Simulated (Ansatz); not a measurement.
These are B3LYP-D3(BJ)/def2-TZVP (Ansatz, an electronic-structure program) values and carry that method's errors. No frequencies were computed at this level.

Ansatz 0.2 input:
```yaml
crystal:
  periodic: [false, false, false]
  atoms:
    - { symbol: O, position_ang: [0.481829, -0.000003, -0.000002] }
    - { symbol: H, position_ang: [-0.481829, 0.000003, 0.000002] }
basis:
  gaussian: { orbitals: def2-tzvp }
hamiltonian:
  xc: b3lyp
  dispersion: d3bj
relax:
  max_steps: 150
magnetization:
  spin_polarized: true
  initial_magnetization: 1
```

Output:

```
Functional definition: B3LYP
195 factors; their error is unknown
mean field evaluation 1: about -2060.4155 eV, gradient 2.0e1 eV
mean field evaluation 2: about -2059.5364 eV, gradient 2.6e1 eV
mean field evaluation 4: about -2061.7504 eV, gradient 5.0e-2 eV
mean field evaluation 8: about -2061.7518 eV, gradient 2.9e-3 eV
mean field -2061.75180142 eV, -75.7679811967 hartree, gradient 4.8e-5 eV, S^2 0.752320; 0 other end points of the search recorded, 0 dependent functions left out
reference -2061.75192290 eV, -75.7679856609 hartree; 5, 4 occupied and 32, 33 virtual orbitals, 195 factors
relax step   1: F+E_penalty+E_count = -2061.75848847 eV  Δ(F+E_penalty+E_count) = +0.000e0 eV  max|allowed force component| = 6.447e-1 eV/Å  Δτ_max = 0.0000 Å  (24 SCF iters, accepted)
these checks for a lower state are left out or cut short: starts, cluster_reference, orbital_swaps, neighbouring_geometries, increment
195 factors; their error is unknown
mean field evaluation 16: about -2061.7557 eV, gradient 3.6e-5 eV
mean field -2061.75565957 eV, -75.7681229812 hartree, gradient 6.5e-6 eV, S^2 0.752352; 0 other end points of the search recorded, 0 dependent functions left out
reference -2061.75578188 eV, -75.7681274760 hartree; 5, 4 occupied and 32, 33 virtual orbitals, 195 factors
relax step   2: F+E_penalty+E_count = -2061.76234746 eV  Δ(F+E_penalty+E_count) = -3.859e-3 eV  max|allowed force component| = 1.671e-1 eV/Å  Δτ_max = 0.0048 Å  (31 SCF iters, accepted)
these checks for a lower state are left out or cut short: starts, cluster_reference, orbital_swaps, neighbouring_geometries, increment
195 factors; their error is unknown
mean field -2061.75595012 eV, -75.7681336587 hartree, gradient 6.5e-6 eV, S^2 0.752364; 0 other end points of the search recorded, 0 dependent functions left out
reference -2061.75607273 eV, -75.7681381643 hartree; 5, 4 occupied and 32, 33 virtual orbitals, 195 factors
relax step   3: F+E_penalty+E_count = -2061.76263836 eV  Δ(F+E_penalty+E_count) = -2.909e-4 eV  max|allowed force component| = 5.026e-3 eV/Å  Δτ_max = 0.0017 Å  (30 SCF iters, accepted)
195 factors; their error is unknown
mean field evaluation 32: about -2061.7560 eV, gradient 3.5e-5 eV
mean field -2061.75595012 eV, -75.7681336587 hartree, gradient 6.5e-6 eV, S^2 0.752364; 1 other end points of the search recorded, 0 dependent functions left out
reference -2061.75607273 eV, -75.7681381643 hartree; 5, 4 occupied and 32, 33 virtual orbitals, 195 factors
Total energy: -2061.76276096 eV, -75.7683839523 hartree
Atom 0 at     0.488309    -0.000003    -0.000002 Å, force     0.005026    -0.000000    -0.000000 eV/Å
Atom 1 at    -0.488309     0.000003     0.000002 Å, force    -0.005026     0.000000     0.000000 eV/Å
Dipole moment:    -0.368435     0.000002     0.000002 e Å
```

Cost: around 1.9 core-seconds (rough).
